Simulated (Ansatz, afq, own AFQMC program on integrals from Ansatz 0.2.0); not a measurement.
**AlGe, quartet: a scan with AFQMC**

```tsv
atom	x (Å)	y (Å)	z (Å)
Ge	0.0000	0.0000	0.0000
Al	0.0000	0.0000	2.4669
```

The Ge1–Al2 distance is changed with both sides rigid. Energies in mEh count from this geometry (2.467 Å) at the same level; the start stands on UHF, each point on the determinant named.

Basis cc-pVDZ. Noble-gas cores (and the filled d shells of Ga–Kr and In–Xe) are frozen. Ansatz 0.2.0 and our own AFQMC program on the same integrals; the CISD trial comes from CCSD amplitudes, and released means the phaseless constraint is let go. Uncertainties: one standard error, sampling alone. No spin–orbit coupling.

Cautions, each for one point or more: inner d shell frozen; lower spins were not checked; no relativity below Rb; no spin-orbit coupling; raised T1 diagnostic.

```tsv
r(Ge1–Al2) / Å	det.	T1	weight	⟨S²⟩	CCSD(T)	ph-AFQMC/CISD	FCI	CCSDT(Q)	r2SCAN	B2PLYP
1.928	UHF	0.025	0.88	3.76	93.3	93.2 ± 0.1	93.6	93.6	81.2	85.8
2.981	UHF	0.047	0.85	3.77	15.0	15.1 ± 0.1	14.5	14.4	17.8	16.2
5.529	UHF	0.012	0.89	3.77	75.3	76.0 ± 0.09	75.9	76.2	89.8	78.8
8.542	UHF	0.011	0.89	3.77	76.9	77.6 ± 0.08	78.0	78.1	94.8	81.0
```

Weight is that of the determinant in the CISD state; at the start T1 is 0.033 and the weight 0.87, and ⟨S²⟩ is 3.77. Largest departures from full CI: CCSD(T) -1.2 mEh at 8.542 (on UHF), ph-AFQMC/CISD 0.6 mEh at 2.981 (on UHF), CCSDT(Q) 0.3 mEh at 5.529 (on UHF), r2SCAN 16.8 mEh at 8.542, B2PLYP -7.8 mEh at 1.928. Functionals count only at points shown to share the start's state and spin. In this small basis the wave-function levels are far from their limit, so their gap to the functionals isn't the functionals' error. In total energy ph-AFQMC/CISD lies 24.0 ± 1.3 meV above full CI at the start, so its agreement along the curve rests in part on cancellation.

Some points may be missing: those where a free walk finds a much lower state, and past Zn most of those on another determinant than at the start.

CCSDT and higher add their correlation energy to the determinant of the CCSD(T) run, since their own runs factorise the integrals more tightly (a shift of under 2 meV). A walk keeps the symmetry of its determinant, which the program's search chose and which needn't be the lowest solution, so a lower state of the same spin and another symmetry isn't excluded.
